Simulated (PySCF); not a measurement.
Metal–ligand bonds in Cd(OCH3)1–Y. Isolated molecules, 0 K electronic values unless said otherwise. One relaxed conformer stands for each flexible species; it need not be the lowest. Multiplicities are imposed; where one is given, others were not computed. Strings in code marks are SMILES.

These are PySCF with r2SCAN-D4/def2-TZVP // r2SCAN-D4/def2-SVP values and carry that method's errors. All candidates: neutral, multiplicity 2. 

```
Property                          Value
-----------------------------  --------
dipole moment                    0.00 D
highest occupied spin orbital  -5.88 eV
```

Task: Name which member has these values.
(A) `[NH2]`
(B) `[CH3]`
(C) `C[N]C`
(D) `[OH]`

Result: B, `[CH3]`. The others give `[OH]`: 1.76 D, -7.57 eV; `[NH2]`: 1.96 D, -7.49 eV; `C[N]C`: 1.71 D, -5.98 eV
